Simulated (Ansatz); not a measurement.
Geometry optimisation of O3.

```yaml
crystal:
  periodic: [false, false, false]
  atoms:
    - {symbol: O, position_ang: [0.945504, -0.490708, 0.327845]}
    - {symbol: O, position_ang: [-0.238012, -0.022259, 0.363949]}
    - {symbol: O, position_ang: [-0.707492, 0.512977, -0.691784]}
basis:
  gaussian: {orbitals: def2-TZVP}
magnetization: {spin_polarized: true, initial_magnetization: 4}
hamiltonian: {xc: pbe, dispersion: d4}
scf: {omitted_lower_state_checks: [starts]}
output: {orbitals: {seedname: orbitals}}
relax: {f_tol: 0.02, max_steps: 100}
```

```sh
$ ansatz run in.yaml --threads 2 --pin off --events-out ev --progress --plain --max-ram 4352MiB
```

It prints (some lines left out):

```
Functional definition: PBE
a density is far from that of the atoms, so the factors are made again for it
mean field -6122.70457458 eV, -225.0052429975 hartree, gradient 2.2e-5 eV, S^2 6.007381; 0 other end points of the search recorded, 0 dependent functions left out
relax step   1: F+E_penalty+E_count = -6122.72662310 eV  Δ(F+E_penalty+E_count) = +0.000e0 eV  max|allowed force component| = 1.491e1 eV/Å  Δτ_max = 0.0000 Å  (49 SCF iters, accepted)
mean field -6126.40263430 eV, -225.1411441858 hartree, gradient 7.8e-7 eV, S^2 6.011437; 0 other end points of the search recorded, 0 dependent functions left out
relax step   2: F+E_penalty+E_count = -6126.42403970 eV  Δ(F+E_penalty+E_count) = -3.697e0 eV  max|allowed force component| = 3.685e0 eV/Å  Δτ_max = 0.1951 Å  (45 SCF iters, accepted)
mean field -6127.29721808 eV, -225.1740195333 hartree, gradient 3.0e-6 eV, S^2 6.015311; 0 other end points of the search recorded, 0 dependent functions left out
relax step   3: F+E_penalty+E_count = -6127.31762456 eV  Δ(F+E_penalty+E_count) = -8.936e-1 eV  max|allowed force component| = 1.098e0 eV/Å  Δτ_max = 0.1952 Å  (55 SCF iters, accepted)
mean field -6127.58382763 eV, -225.1845522398 hartree, gradient 3.5e-6 eV, S^2 6.015336; 0 other end points of the search recorded, 0 dependent functions left out
relax step   4: F+E_penalty+E_count = -6127.60382311 eV  Δ(F+E_penalty+E_count) = -2.862e-1 eV  max|allowed force component| = 5.784e-1 eV/Å  Δτ_max = 0.2000 Å  (53 SCF iters, accepted)
mean field -6127.64779861 eV, -225.1869031301 hartree, gradient 5.5e-6 eV, S^2 6.014157; 0 other end points of the search recorded, 0 dependent functions left out
relax step   5: F+E_penalty+E_count = -6127.66790694 eV  Δ(F+E_penalty+E_count) = -6.408e-2 eV  max|allowed force component| = 1.516e-2 eV/Å  Δτ_max = 0.1158 Å  (93 SCF iters, accepted)
mean field -6127.64779861 eV, -225.1869031301 hartree, gradient 5.5e-6 eV, S^2 6.014157; 0 other end points of the search recorded, 0 dependent functions left out
Total energy: -6127.66792706 eV, -225.1876428368 hartree
Atom 0 at     1.143729    -0.694102     0.704404 Å, force     0.010024    -0.007886     0.011695 eV/Å
Atom 1 at    -0.001019    -0.000092     0.001563 Å, force     0.005137     0.000480    -0.007855 eV/Å
Atom 2 at    -1.142710     0.694204    -0.705957 Å, force    -0.015160     0.007405    -0.003840 eV/Å
Dipole moment:     0.000107     0.000010    -0.000164 e Å
Checks for a lower state left out: starts
```

Run time 11 s (2 threads of Arm Neoverse V1 on a shared host).

The structure holds 2 bonds between oxygen atoms, so isomers without such links may lie far lower. At PBE-D4/def2-TZVP a singlet of charge 0 lies 3.73 eV below the quintet, each at its own geometry. The structure comes from a short search, and lower isomers may exist.
